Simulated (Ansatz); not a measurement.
Ideal-gas functions of C$_{2}$H$_{3}$O, SMILES `C[C]=O` radical at 500 K and 1 bar, from an Ansatz frequency run at PBE0-D4/def2-TZVP.

Molar mass 43.05 g/mol, point group Cs (symmetry number 1), electronic degeneracy 2, moments of inertia 5.882, 50.332, 53.107 u Å². Harmonic wavenumbers (cm⁻¹, unscaled): 115, 471, 882, 947, 1055, 1348, 1444, 1447, 1963, 3041, 3140, 3146.

Use S(trans) = R[1.5 ln M + 2.5 ln T − 1.1517]; rotational temperatures θ = 24.2544 K / I; S(rot) = R[ln(√π/σ · √(T³/θAθBθC)) + 1.5]; for each mode x = 1.438777 ν̃/T, S = R[x/(eˣ − 1) − ln(1 − e⁻ˣ)] and H = RT x/(eˣ − 1); 1 cm⁻¹ = 0.0119627 kJ/mol; R = 8.31446 J/(mol·K).

**Question.** By hand: the entropy, in J/(mol·K).

**Answer.** Translation 166.5. Rotation: θ = 4.1235, 0.4819, 0.4567 K, giving 95.1. Vibration, mode by mode: 17.55, 6.40, 2.50, 2.15, 1.68, 0.85, 0.68, 0.68, 0.20, 0.01, 0.01, 0.01, in all 32.7. Electronic 5.8. Sum 300.1 J/(mol·K).

**Question.** By hand: H − E and G − E in kJ/mol, counted from the electronic energy.

**Answer.** Zero-point energy ½ × 18999 × 0.0119627 = 113.6; thermal vibration 8.8; translation, rotation and pV give 4 RT = 16.6. H − E = 139.0 kJ/mol, and G − E = 139.0 − 500 × 300.1/1000 = -11.1 kJ/mol.

Vibration gives 11 % of the entropy, 17.5 J/(mol·K) of it from the mode under 150 cm⁻¹: soft modes count most, and the harmonic formula is weakest for them.
